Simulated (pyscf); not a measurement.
Optimised with ωB97X-D3(BJ)/def2-SVP in PySCF. Correlated levels are frozen-core, on RHF or UHF. ΔMP2 is the change of the MP2 total energy from the triple- to the quadruple-zeta basis.

Question: Estimate by transition-state theory the rate constant of •O–CH=O + H₂O → O=CH–OH + OH• (doublet surface; H–O broken, H–O formed) at 600 K, with CCSD(T)/def2-TZVPP + ΔMP2(QZVPP) energies (ideal gas, 1 atm, RRHO with modes under 100 cm⁻¹ raised to 100, one conformer, R ln 2 for chiral ones without a mode under 150 cm⁻¹; no tunnelling).

Answer: The electronic barrier is 5.3 kcal/mol and the thermal terms add +22.4, so ΔG‡ = 27.7 kcal/mol. With k_BT/h = 1.25e+13 s⁻¹ and RT = 1.192 kcal/mol, and a volume of 8.18e-20 cm³ per molecule at 1 atm, k = 8.6e-17 cm³ molecule⁻¹ s⁻¹. Wigner's tunnelling factor for 1534i cm⁻¹ would be 1.56, likely too low at so high a frequency. A shift of 1 kcal/mol in the barrier changes k by a factor 2.3. On the reactant side the descent ends in a complex, 6.1 kcal/mol under the separated species and 8.0 kcal/mol under the saddle at ωB97X-D3(BJ)/def2-TZVP. On the product side the descent ends in a bound adduct, 9.2 kcal/mol under the separated species and 8.2 kcal/mol under the saddle at ωB97X-D3(BJ)/def2-TZVP. At ωB97X-D3(BJ) the barrier from the zero used here is 1.9 kcal/mol. •O–CH=O lies 15.1 kcal/mol over its isomer O=C•–OH (electronic energy, ωB97M-D3(BJ)). One saddle was located; it need not be the lowest between these sides. The angle at the transferred H is 154°. The CCSD(T) − MP2 part came from Ansatz, without density fitting, on the same reference. An open-shell T1 diagnostic exceeds 0.045.
